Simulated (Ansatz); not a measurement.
# CH₃Si+ (singlet): wave-function methods side by side, cc-pVDZ

Aim: climb from Hartree-Fock through coupled cluster for CH₃Si+ (singlet) at one geometry and basis, and see what each rung misses.

The runs use Ansatz 0.2.0, Gaussian basis; cc-pVDZ, core rule «outside noble gas», up to 6 orbitals frozen.

To be run: UHF; CCSD(T) on RHF; CCSD(T) on UHF; BCCD(T) on RHF; CISD; CCSDT(Q) on RHF; CCSDT(Q) on UHF.

17 further runs of the same task are left out: 6 that didn't finish, 11 set aside as unsound or not needed.

## Step 1: What is computed

The geometry is a PBE0/def2-TZVP stationary point (not a proven minimum) of the parent state, kept for this charge and spin.

5 atoms, charge 1, spin multiplicity 1.

Atoms are counted from 1 here; the program's logs count them from 0.

Bond lengths: Si1–C2 1.890 Å, Si1–H3 1.488 Å, Si1–H4 1.488 Å, Si1–H5 1.492 Å. Angles: C2–Si1–H3 112.5°, C2–Si1–H4 112.5°, C2–Si1–H5 101.7°, H3–Si1–H4 109.7°, H3–Si1–H5 110.2°, H4–Si1–H5 110.2°.

## Step 2: UHF

Input file in.yaml:

```yaml
crystal:
  periodic: [false, false, false]
  atoms:
    - {symbol: Si, position_ang: [-0.002716, 0.000000, 0.492711]}
    - {symbol: C, position_ang: [0.023717, -0.000001, -1.396758]}
    - {symbol: H, position_ang: [0.630455, -1.216386, 1.069825]}
    - {symbol: H, position_ang: [0.630650, 1.216284, 1.069826]}
    - {symbol: H, position_ang: [-1.468051, 0.000117, 0.775218]}
basis:
  gaussian: {orbitals: cc-pVDZ}
total_charge: 1
magnetization: {spin_polarized: true, initial_magnetization: 0}
hamiltonian: {xc: hf}
output: {orbitals: {seedname: orbitals}}
```

On the command line:

```console
> ansatz run in.yaml --threads 1 --pin off --events-out ev --progress --plain --max-ram 2393MiB
```

Further steps of the session: CCSD(T) on RHF; CCSD(T) on UHF; BCCD(T) on RHF; CISD; CCSDT(Q) on RHF; CCSDT(Q) on UHF.

Q: Predict the results of all the runs planned. Wanted: RCCSDT(Q) below the RHF energy; RMP2 from RCCSDT(Q); UMP2 from RCCSDT(Q); RCCSD from RCCSDT(Q); RCCSD(T) from RCCSDT(Q); UCCSD(T) from RCCSDT(Q); UCCSDT(Q) from RCCSDT(Q); T1 diagnostic.

The runs gave:

| quantity | value |
| --- | --- |
| RCCSDT(Q) below the RHF energy | -6.3329 eV |
| RMP2 from RCCSDT(Q) | +170.8 kJ/mol |
| UMP2 from RCCSDT(Q) | +161.8 kJ/mol |
| RCCSD from RCCSDT(Q) | +26.1 kJ/mol |
| RCCSD(T) from RCCSDT(Q) | +7.1 kJ/mol |
| UCCSD(T) from RCCSDT(Q) | +8.2 kJ/mol |
| UCCSDT(Q) from RCCSDT(Q) | +0.1 kJ/mol |
| levels within 1 kcal/mol (43 meV) | RCCSDT, UCCSDT, UCCSDT(Q) |
| T1 diagnostic | 0.035 |

In words: RCCSD(T) misses by +7.1 kJ/mol, 1.2 % of the correlation energy. These misses are within one basis, not against nature.
